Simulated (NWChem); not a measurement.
## NWChem timings: C2HF2O (SMILES O=[C]C(F)F)

C2HF2O has 6 atoms, charge 0, and is taken as a doublet. As SMILES, `O=[C]C(F)F`. The coordinates come from a GFN2-xTB relaxation. This is one conformer, not always the lowest.

| atom | x (Å) | y (Å) | z (Å) |
| --- | --- | --- | --- |
| O | 0.8744 | -1.7269 | 0.5792 |
| C | 0.9109 | -0.6106 | 0.2022 |
| C | -0.1969 | 0.3715 | -0.0831 |
| F | -1.3163 | -0.2181 | -0.5690 |
| F | 0.1782 | 1.2916 | -0.9889 |
| H | -0.4502 | 0.8926 | 0.8596 |

Program: NWChem 7.3.0. Hardware: 1 thread of Intel Xeon Platinum 8488C (Sapphire Rapids), shared host, so times are rough. Two-electron integrals are exact unless an approximation is named.

Task: Estimate their order by wall time, quickest first.
A. energy at UB2PLYP/3-21G, 5 core orbitals frozen, grid xfine
B. gradient at UB3LYP/6-31G* (Cartesian functions), grid xfine
C. gradient at UHF/3-21G

Result: C (3.6 s), A (17 s), B (43 s).
